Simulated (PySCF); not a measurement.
# Single point on SH⁻

State: ¹Σ⁺ (singlet), closed shell.

An equivalent input (the run itself took its basis sets from the Basis Set Exchange, started from a PBE0 density and held the occupation σ 5α 5β, πx 2α 2β, πy 2α 2β):

```python
from pyscf import gto, dft
mol = gto.M(atom='H 0 0 0; S 0 0 1.357', basis={'H': 'aug-pcseg-1', 'S': 'aug-pcseg-1'},
            charge=-1, spin=0, verbose=4, symmetry='C2v')
mf = dft.UKS(mol, xc='B3LYP')
mf.grids.atom_grid = (80, 434)
mf.grids.prune = dft.gen_grid.treutler_prune
mf.irrep_nelec = {'A1': (5, 5), 'B1': (2, 2), 'B2': (2, 2)}
mf.conv_tol = 1e-9
mf.max_cycle = 60
mf.diis_space = 10
mf.kernel()
```

The log (some set-up lines and the per-cycle HOMO/LUMO lines removed):

```
******** <class 'pyscf.dft.uks_symm.SymAdaptedUKS'> ********
method = SymAdaptedUKS
damping factor = 0
level_shift factor = 0
DIIS = <class 'pyscf.scf.diis.CDIIS'>
diis_start_cycle = 1
diis_space = 10
diis_damp = 0
SCF conv_tol = 1e-09
SCF conv_tol_grad = None
SCF max_cycles = 60
number electrons alpha = 9  beta = 9
Set gradient conv threshold to 3.16228e-05
init E= -398.83573344583
cycle= 1 E= -398.836091256756  delta_E= -0.000358  |g|= 0.00537  |ddm|= 0.104
cycle= 2 E= -398.836071446871  delta_E= 1.98e-05  |g|= 0.0073  |ddm|= 0.0209
cycle= 3 E= -398.836112522687  delta_E= -4.11e-05  |g|= 0.000327  |ddm|= 0.0126
cycle= 4 E= -398.836112605563  delta_E= -8.29e-08  |g|= 2.6e-05  |ddm|= 0.000531
cycle= 5 E= -398.836112606138  delta_E= -5.75e-10  |g|= 9.18e-06  |ddm|= 6.78e-05
Extra cycle  E= -398.836112606141  delta_E= -3.07e-12  |g|= 9.04e-06  |ddm|= 2.66e-05
converged SCF energy = -398.836112606141  <S^2> = -1.7763568e-14  2S+1 = 1
```

Repeating this along the bond gives Re = 1.361 Å and ωe = 2612 cm⁻¹.

A point of this curve took 0.34 CPU seconds beside 0.021 for the integrals, on Arm Neoverse V2 (shared host).

The highest Kohn–Sham level is positive in this anion. Much of that is self-interaction error, but it also means that the finite basis helps to hold the extra electron.
